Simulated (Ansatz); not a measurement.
Cartesian coordinates (Å):
```xyz
3

C     -0.0227     0.0568     0.0000
N      1.0097     0.5753     0.0000
H     -0.9870    -0.4274     0.0000
```
Charge 0, spin multiplicity 1.

Computed with Ansatz (a program for electronic structure) with frozen-core CCSD(T)/cc-pVTZ // B3LYP-D3(BJ)/def2-SVP.

```yaml
HF energy: -92.90744 Ha
MP2 correlation energy: -0.34572 Ha
```

Q: Estimate the CCSD correlation energy, the (T) correction, the total energy and the T1 diagnostic.

A: 
The CCSD correlation energy is -0.34965 Ha and the (T) correction is -0.01797 Ha. The CCSD(T) total energy is -93.27506 Ha. The T1 diagnostic comes out as 0.014.
